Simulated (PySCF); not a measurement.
Species: C3H6Cl (charge 0, doublet). It need not be the lowest isomer of its formula. SMILES: [CH2]CCCl
Coordinates optimised at B3LYP-D3(BJ)/def2-TZVP (Ansatz):
```xyz
10

C      1.0151    -0.5856     0.0062
C      2.4210    -0.1047     0.0024
C      0.0344     0.5915    -0.0057
H      0.8116    -1.1906     0.8927
H      0.8126    -1.2075    -0.8687
Cl    -1.6829     0.0186    -0.0011
H      2.9291     0.1193    -0.9255
H      2.9281     0.1371     0.9263
H      0.1522     1.2177     0.8751
H      0.1532     1.2006    -0.8982
```
Charge 0, spin multiplicity 2.

Dispersion corrections to the total energy (kcal/mol) from the dftd3 and dftd4 libraries through PySCF: D3(BJ) without and D4 with the three-body term, each with the damping fitted for the functional named.

```
functional      D3(BJ)          D4
----------  ----------  ----------
BHLYP            -5.78  (withheld)
BP86             -6.77       -5.20
HF              -34.86      -15.25
r2SCAN           -1.22       -0.99
B2PLYP      (withheld)       -2.78
TPSSh            -5.05  (withheld)
revPBE          -11.58      -13.77
```

Problem. What belongs in the gaps?

Solution. 
- BHLYP, D4: -4.44
- B2PLYP, D3(BJ): -3.42
- TPSSh, D4: -4.90
